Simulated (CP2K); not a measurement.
# One shape, several levels: CF2 (SMILES F[C]F)

We compute a comparison of 4 runs (B3LYP/6-31G*, revPBE-D3(BJ)/TZV2P-MOLOPT-PBE-GTH, AM1, PM6) of CF2. 

The calculation is run with CP2K 2026.2.

1 further run of the same task is left out (set aside as unsound or not needed).

### Step 1. The molecule

CF2 has 3 atoms, charge 0, and is taken as a singlet. SMILES: `F[C]F`. The C2–F3 distance was set to 1.944 Å, away from the relaxed value. At this shape a bond of the SMILES string is far longer than usual.

Bond lengths: F1–C2 1.296 Å. A long bond or contact: C2–F3 1.944 Å.

### Step 2. The energy at B3LYP/6-31G(d) (spherical functions) (run 1)

Input file molecule.xyz:

```xyz
3

F      0.856799     1.138595     0.597549
C      0.922829    -0.151335     0.491099
F     -0.698640    -0.652890    -0.456750
```

Input file gas.inp:

```
&GLOBAL
    PROJECT gas
    RUN_TYPE ENERGY
    PRINT_LEVEL MEDIUM
&END GLOBAL

&FORCE_EVAL
    METHOD Quickstep
    &DFT
        BASIS_SET_FILE_NAME ./6_31gs.basis
        POTENTIAL_FILE_NAME POTENTIAL
        ! Quickstep
        &QS
            METHOD GAPW
            EPS_DEFAULT 1.0E-10
        &END QS
        ! plane-wave cutoff in Ry
        &MGRID
            CUTOFF 280
            REL_CUTOFF 50
            NGRIDS 4
        &END MGRID
        ! cluster boundary conditions
        &POISSON
            PERIODIC NONE
            POISSON_SOLVER MULTIPOLE
        &END POISSON
        ! SCF settings
        &SCF
            SCF_GUESS ATOMIC
            EPS_SCF 1.0E-07
            MAX_SCF 150
            ADDED_MOS 10
            &DIAGONALIZATION
                ALGORITHM STANDARD
            &END DIAGONALIZATION
            &MIXING
                METHOD DIRECT_P_MIXING
                ALPHA 0.4
            &END MIXING
        &END SCF
        ! functional
        &XC
            &XC_FUNCTIONAL
                &HYB_GGA_XC_B3LYP
                &END HYB_GGA_XC_B3LYP
            &END XC_FUNCTIONAL
            &HF
                FRACTION 0.2
                &SCREENING
                    EPS_SCHWARZ 1.0E-10
                &END SCREENING
                &MEMORY
                    MAX_MEMORY 1050
                &END MEMORY
            &END HF
        &END XC
        &PRINT
            &MOMENTS
                PERIODIC F
                REFERENCE COM
                MAX_MOMENT 1
            &END MOMENTS
            &MO ON
                ENERGIES T
                OCCUPATION_NUMBERS T
                NDIGITS 6
                &EACH
                    QS_SCF 0
                &END EACH
                ADD_LAST NUMERIC
            &END MO
            &LOWDIN ON
            &END LOWDIN
            &HIRSHFELD OFF
            &END HIRSHFELD
        &END PRINT
    &END DFT
    &SUBSYS
        ! box in angstrom
        &CELL
            ABC 8.6 8.8 8.1
            PERIODIC NONE
        &END CELL
        &TOPOLOGY
            COORD_FILE_NAME molecule.xyz
            COORD_FILE_FORMAT XYZ
            &CENTER_COORDINATES
            &END CENTER_COORDINATES
        &END TOPOLOGY
        &KIND F
            BASIS_SET 6-31Gs
            POTENTIAL ALL
            LEBEDEV_GRID 194
            RADIAL_GRID 100
        &END KIND
        &KIND C
            BASIS_SET 6-31Gs
            POTENTIAL ALL
            LEBEDEV_GRID 194
            RADIAL_GRID 100
        &END KIND
    &END SUBSYS
&END FORCE_EVAL
```

Started as:

```
$ OMP_NUM_THREADS=1 cp2k.psmp -i gas.inp -o gas.out
```

The program printed:

```text
CP2K| version string:                                       CP2K version 2026.2
[...]
 GLOBAL| Method name                                                        CP2K
[...]
 GLOBAL| Run type                                                         ENERGY
[...]
 DFT| Spin restricted Kohn-Sham (RKS) calculation                            RKS
 DFT| Multiplicity                                                             1
[...]
 DFT| Charge                                                                   0
[...]
 FUNCTIONAL| HYB_GGA_XC_B3LYP:
[...]
 QS| Method:                                                                GAPW
[...]
 QS| Density cutoff [a.u.]:                                                140.0
[...]
 QS| Relative density cutoff [a.u.]:                                        25.0
[...]
                             - Atoms:                                          3
[...]
                             - Spherical basis functions:                     42
[...]
 Number of electrons:                                                         24
[...]
     1 P_Mix/Diag. 0.40E+00    1.0     0.38266307      -237.5981037937 -2.38E+02
[...]
    18 DIIS/Diag.  0.21E-06    0.5     0.00000009      -237.5946073994  2.84E-14
  *** SCF run converged in    18 steps ***
[...]
  Overlap energy of the core charge distribution:               0.00000005920325
  Self energy of the core charge distribution:               -238.23952598864759
  Core Hamiltonian energy:                                    -17.47546581039907
  Hartree energy:                                              33.24145383041292
  Exchange-correlation energy:                                 -7.14527193671537
  Hartree-Fock Exchange energy:                                -4.99862050043426
[...]
                     Mulliken Population Analysis
 #  Atom  Element  Kind  Atomic population                           Net charge
       1     F        1          9.095380                             -0.095380
       2     C        2          5.535093                              0.464907
       3     F        1          9.369527                             -0.369527
 # Total charge                             24.000000                 -0.000000
[...]
  Dipole moment [Debye]
    X=  0.2117750E+01 Y=  0.1729865E+01 Z=  0.1358698E+01  Total=      3.0534169
 ENERGY| Total FORCE_EVAL ( QS ) energy [hartree]           -237.594607399447483
[...]
```

It took 11 s on 1 thread of Arm Neoverse V2, shared host; peak memory 0.39 GiB.

### Step 3. The energy at revPBE-D3(BJ)/TZV2P-MOLOPT-PBE-GTH (core potential) (run 2)

Input file molecule.inp:

```
&GLOBAL
  PROJECT_NAME molecule
  RUN_TYPE ENERGY
  PRINT_LEVEL MEDIUM
&END GLOBAL

&FORCE_EVAL
  METHOD Quickstep
  &DFT
    BASIS_SET_FILE_NAME BASIS_MOLOPT_UZH
    POTENTIAL_FILE_NAME POTENTIAL_UZH
    CHARGE 0
    MULTIPLICITY 1
    &QS
      METHOD GPW
      EPS_DEFAULT 1.0E-10
    &END QS
    &MGRID
      CUTOFF 400
      REL_CUTOFF 50
      NGRIDS 4
    &END MGRID
    &POISSON
      PERIODIC NONE
      POISSON_SOLVER MULTIPOLE
    &END POISSON
    &SCF
      SCF_GUESS ATOMIC
      EPS_SCF 1.0E-06
      MAX_SCF 80
      ADDED_MOS 5
      &DIAGONALIZATION
        ALGORITHM STANDARD
      &END DIAGONALIZATION
      &MIXING
        METHOD BROYDEN_MIXING
        ALPHA 0.2
        NBUFFER 4
      &END MIXING
    &END SCF
    &XC
      &XC_FUNCTIONAL
        &PBE
          PARAMETRIZATION REVPBE
        &END PBE
      &END XC_FUNCTIONAL
      &VDW_POTENTIAL
        POTENTIAL_TYPE PAIR_POTENTIAL
        &PAIR_POTENTIAL
          TYPE DFTD3(BJ)
          PARAMETER_FILE_NAME dftd3.dat
          REFERENCE_FUNCTIONAL revPBE
          R_CUTOFF 15
        &END PAIR_POTENTIAL
      &END VDW_POTENTIAL
    &END XC
    &PRINT
      &MOMENTS
        PERIODIC F
        REFERENCE COM
        MAX_MOMENT 1
      &END MOMENTS
      &MO ON
        ENERGIES T
        OCCUPATION_NUMBERS T
        NDIGITS 6
        &EACH
          QS_SCF 0
        &END EACH
        ADD_LAST NUMERIC
      &END MO
      &HIRSHFELD OFF
      &END HIRSHFELD
    &END PRINT
  &END DFT
  &SUBSYS
    &CELL
      ABC [angstrom] 8.6 8.8 8.1
      PERIODIC NONE
    &END CELL
    &COORD
      SCALED T
      F    0.58659355   0.60178892   0.56508019
      C    0.59427145   0.45520597   0.55193821
      F    0.40572855   0.39821108   0.43491981
    &END COORD
    &KIND F
      BASIS_SET TZV2P-MOLOPT-PBE-GTH-q7
      POTENTIAL GTH-PBE-q7
    &END KIND
    &KIND C
      BASIS_SET TZV2P-MOLOPT-PBE-GTH-q4
      POTENTIAL GTH-PBE-q4
    &END KIND
  &END SUBSYS
&END FORCE_EVAL
```

Started as:

```
$ OMP_NUM_THREADS=1 cp2k.psmp molecule.inp > molecule.out
```

The program printed:

```text
CP2K| version string:                                       CP2K version 2026.2
[...]
 GLOBAL| Method name                                                        CP2K
[...]
 GLOBAL| Run type                                                         ENERGY
[...]
 DFT| Spin restricted Kohn-Sham (RKS) calculation                            RKS
 DFT| Multiplicity                                                             1
[...]
 DFT| Charge                                                                   0
[...]
 FUNCTIONAL| PBE:
[...]
 QS| Method:                                                                 GPW
[...]
 QS| Density cutoff [a.u.]:                                                200.0
[...]
 QS| Relative density cutoff [a.u.]:                                        25.0
[...]
                             - Atoms:                                          3
[...]
                             - Spherical basis functions:                     87
[...]
 Number of electrons:                                                         18
[...]
     1 NoMix/Diag. 0.20E+00    0.6     0.59642701       -53.9597375584 -5.40E+01
[...]
    23 Broy./Diag. 0.20E+00    0.6     0.00000088       -54.0649469583 -4.08E-06
  *** SCF run converged in    23 steps ***
[...]
  Overlap energy of the core charge distribution:               0.00000001151267
  Self energy of the core charge distribution:               -142.03827519176241
  Core Hamiltonian energy:                                     39.50123511307946
  Hartree energy:                                              59.27053775936518
  Exchange-correlation energy:                                -10.79627195070780
  Dispersion energy:                                           -0.00217269978156
  Total energy:                                               -54.06494695829446
[...]
                     Mulliken Population Analysis
 #  Atom  Element  Kind  Atomic population                           Net charge
       1     F        1          7.091782                             -0.091782
       2     C        2          3.522075                              0.477925
       3     F        1          7.386142                             -0.386142
 # Total charge                             18.000000                  0.000000
[...]
  Dipole moment [Debye]
    X=  0.2255795E+01 Y=  0.1839085E+01 Z=  0.1448017E+01  Total=      3.2507840
 ENERGY| Total FORCE_EVAL ( QS ) energy [hartree]            -54.064946958294456
[...]
```

Wall time 15 s (1 thread of Arm Neoverse V2, shared host); peak memory 0.78 GiB.

### Step 4. The energy at AM1 (run 3)

Input file calc.inp:

```
&FORCE_EVAL
   METHOD QS
   &DFT
      CHARGE 0
      MULTIPLICITY 1
      &QS
         METHOD AM1
         EPS_DEFAULT 1.0E-10
         &SE
            &COULOMB
               CUTOFF [angstrom] 50
               RC_RANGE [angstrom] 0
            &END COULOMB
            &EXCHANGE
               CUTOFF [angstrom] 50
               RC_RANGE [angstrom] 0
            &END EXCHANGE
         &END SE
      &END QS
      # no periodic images
      &POISSON
         PERIODIC NONE
         POISSON_SOLVER ANALYTIC
      &END POISSON
      &SCF
         SCF_GUESS ATOMIC
         EPS_SCF 1.0E-07
         MAX_SCF 80
         ADDED_MOS 4
         &DIAGONALIZATION
            ALGORITHM STANDARD
         &END DIAGONALIZATION
         &MIXING
            METHOD DIRECT_P_MIXING
            ALPHA 0.4
         &END MIXING
      &END SCF
      # extra output
      &PRINT
         &MOMENTS
            PERIODIC F
            REFERENCE COM
            MAX_MOMENT 1
         &END MOMENTS
         &MO ON
            ENERGIES T
            OCCUPATION_NUMBERS T
            NDIGITS 6
            &EACH
               QS_SCF 0
            &END EACH
            ADD_LAST NUMERIC
         &END MO
         &HIRSHFELD OFF
         &END HIRSHFELD
      &END PRINT
   &END DFT
   # structure
   &SUBSYS
      &CELL
         ABC [angstrom] 17.6 17.8 17.1
         PERIODIC NONE
      &END CELL
      &COORD
         UNIT bohr
         F      1.6191155     2.1516327     1.1292040
         C      1.7438941    -0.2859817     0.9280426
         F     -1.3202383    -1.2337833    -0.8631324
      &END COORD
      &TOPOLOGY
         &CENTER_COORDINATES
         &END CENTER_COORDINATES
      &END TOPOLOGY
   &END SUBSYS
&END FORCE_EVAL
&GLOBAL
   PROJECT_NAME calc
   RUN_TYPE ENERGY
   PRINT_LEVEL MEDIUM
&END GLOBAL
```

Started as:

```
$ OMP_NUM_THREADS=1 cp2k.psmp -i calc.inp > calc.out 2>&1
```

The program printed:

```text
CP2K| version string:                                       CP2K version 2026.2
[...]
 GLOBAL| Method name                                                        CP2K
[...]
 GLOBAL| Run type                                                         ENERGY
[...]
 *** WARNING in qs_environment.F:2210 :: More added MOs requested than     ***
 *** available. The full set of unoccupied MOs will be used. Use           ***
 *** 'ADDED_MOS -1' to always use all available MOs and to get rid of this ***
[...]
                             - Atoms:                                          3
[...]
                             - Spherical basis functions:                     12
[...]
 Number of electrons:                                                         18
[...]
     1 P_Mix/Diag. 0.40E+00    0.0     0.90154199       -37.6718072202 -3.77E+01
[...]
    22 DIIS/Diag.  0.46E-07    0.0     0.00000010       -40.1656758865  7.11E-15
  *** SCF run converged in    22 steps ***
  Core-core repulsion energy [eV]:                            699.96190864323739
  Core Hamiltonian energy [eV]:                             -1830.39692245970650
  Two-electron integral energy [eV]:                           74.94277882082768
  Electronic energy [eV]:                                   -1792.92553304929265
  Total energy [eV]:                                        -1092.96362440605503
  Atomic reference energy [eV]:                              1094.44574691470075
  Heat of formation [kcal/mol]:                                34.17855971131984
[...]
 SE_DIPOLE| Moment [Debye]         -2.42829970      -1.58467302      -1.51176038
 SE_DIPOLE| Derivative [a.u.]       0.00000000       0.00000000       0.00000000
 ENERGY| Total FORCE_EVAL ( QS ) energy [hartree]            -40.165675886517512
[...]
```

Run time: 0.22 s. Hardware: 1 thread of Arm Neoverse V2, shared host.

### Step 5. A single-point energy at PM6 (run 4)

Input file gas.inp:

```
&GLOBAL
   PROJECT_NAME gas
   RUN_TYPE ENERGY
   PRINT_LEVEL MEDIUM
&END GLOBAL

&FORCE_EVAL
   METHOD Quickstep
   &DFT
      &QS
         METHOD PM6
         EPS_DEFAULT 1.0E-10
         &SE
            &COULOMB
               CUTOFF [angstrom] 50
               RC_RANGE [angstrom] 0
            &END COULOMB
            &EXCHANGE
               CUTOFF [angstrom] 50
               RC_RANGE [angstrom] 0
            &END EXCHANGE
         &END SE
      &END QS
      &POISSON
         PERIODIC NONE
         POISSON_SOLVER ANALYTIC
      &END POISSON
      &SCF
         SCF_GUESS ATOMIC
         EPS_SCF 1.0E-06
         MAX_SCF 100
         &DIAGONALIZATION
            ALGORITHM STANDARD
         &END DIAGONALIZATION
         &MIXING
            METHOD DIRECT_P_MIXING
            ALPHA 0.4
         &END MIXING
      &END SCF
      &PRINT
         &MOMENTS
            PERIODIC F
            REFERENCE COM
            MAX_MOMENT 1
         &END MOMENTS
         &MO ON
            ENERGIES T
            OCCUPATION_NUMBERS T
            NDIGITS 6
            &EACH
               QS_SCF 0
            &END EACH
            ADD_LAST NUMERIC
         &END MO
         &HIRSHFELD OFF
         &END HIRSHFELD
      &END PRINT
   &END DFT
   &SUBSYS
      &CELL
         ABC 17.6 17.8 17.1
         PERIODIC NONE
      &END CELL
      &COORD
         SCALED T
         F    0.54231276   0.55032261   0.53082746
         C    0.54606446   0.47785463   0.52460231
         F    0.45393554   0.44967739   0.46917254
      &END COORD
   &END SUBSYS
&END FORCE_EVAL
```

Started as:

```
$ OMP_NUM_THREADS=1 cp2k.psmp -i gas.inp > gas.out 2>&1
```

The program printed:

```text
CP2K| version string:                                       CP2K version 2026.2
[...]
 GLOBAL| Method name                                                        CP2K
[...]
 GLOBAL| Run type                                                         ENERGY
[...]
                             - Atoms:                                          3
[...]
                             - Spherical basis functions:                     12
[...]
 Number of electrons:                                                         18
[...]
     1 P_Mix/Diag. 0.40E+00    0.0     0.91584593       -36.8773275880 -3.69E+01
[...]
    20 DIIS/Diag.  0.24E-06    0.0     0.00000026       -38.9647674894 -7.11E-13
  *** SCF run converged in    20 steps ***
  Core-core repulsion energy [eV]:                            672.22131576199001
  Core Hamiltonian energy [eV]:                             -1795.65726111010963
  Two-electron integral energy [eV]:                          126.30140062699500
  Electronic energy [eV]:                                   -1732.50656079661235
  Total energy [eV]:                                        -1060.28524503462245
  Atomic reference energy [eV]:                              1060.56553491470049
  Heat of formation [kcal/mol]:                                 6.46363869845197
[...]
 SE_DIPOLE| Moment [Debye]         -4.12277768      -1.16454182      -2.39776276
 SE_DIPOLE| Derivative [a.u.]       0.00000000       0.00000000       0.00000000
 ENERGY| Total FORCE_EVAL ( QS ) energy [hartree]            -38.964767489366693
[...]
```

Wall time 0.2 s (1 thread of Arm Neoverse V2, shared host).

### Step 6. Overview of the runs

| run | level | core potential | scheme | energy (Eh) | dipole moment (D) | HOMO energy (eV) | LUMO energy (eV) | wall time |
| --- | --- | --- | --- | --- | --- | --- | --- | --- |
| 1 | B3LYP/6-31G* (spherical functions) | none | GAPW | -237.594607 | 3.05 | -8.70 | -4.19 | 11 s |
| 2 | revPBE-D3(BJ)/TZV2P-MOLOPT-PBE-GTH (core potential) | GTH-PBE | GPW | -54.064947 | 3.25 | -7.92 | -5.41 | 15 s |
| 3 | AM1 | – | – | -40.165676 | 3.27 | -11.51 | -1.40 | 0.22 s |
| 4 | PM6 | – | – | -38.964767 | 4.91 | -11.67 | – | 0.2 s |

### Step 7. Outcome

| quantity | value |
| --- | --- |
| run 4: total energy | -38.96477 Eh |
| run 4: dipole moment | 4.91 D |
| run 4: HOMO energy | -11.67 eV |
| run 4: heat of formation | 6.5 kcal/mol |

What this shows: The dipole moment (its size) runs from 3.05 D (B3LYP/6-31G*) to 4.91 D (PM6). The two ends differ in method and basis and Hamiltonian. Over runs 1, 2, 3 the HOMO–LUMO gap runs from 2.50 eV (revPBE-D3(BJ)/TZV2P-MOLOPT-PBE-GTH) to 10.10 eV (AM1). The two ends differ in method and basis and Hamiltonian and core potential. Totals of different functionals can't be ranked against each other. Some runs of one species differ in core potentials or relativity; totals across that change don't compare. Force-field and semi-empirical energies have zeros of their own, so their totals don't compare. All runs together took 26 s, the longest 15 s.
